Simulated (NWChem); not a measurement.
# Correlation energy of AlCl3

```
Al
Cl 1 2.0937
Cl 1 2.0937 2 120.00
Cl 1 2.0937 2 120.00 3 180.00
```
Charge 0, spin multiplicity 1.

Everything below was run with NWChem. The geometry was optimised at PBE/def2-SVP, a minimum by its harmonic frequencies.

Basis set: cc-pVDZ. Each correlation energy counts from its own Hartree-Fock reference.

The correlated methods keep 20 core orbitals frozen. The structure started from a generated list of species. Coupled-cluster values serve here as a point of comparison, not as the truth.

Question: Order these methods by the correlation energy they give, lowest first: RI-MP2, SCS-MP2, CR-CCSD[T], CCSD, CCSD+T(CCSD).

Answer: CCSD+T(CCSD) (-499.1 mHa), CR-CCSD[T] (-496.5 mHa), CCSD (-488.5 mHa), RI-MP2 (-452.9 mHa), SCS-MP2 (-435.5 mHa)
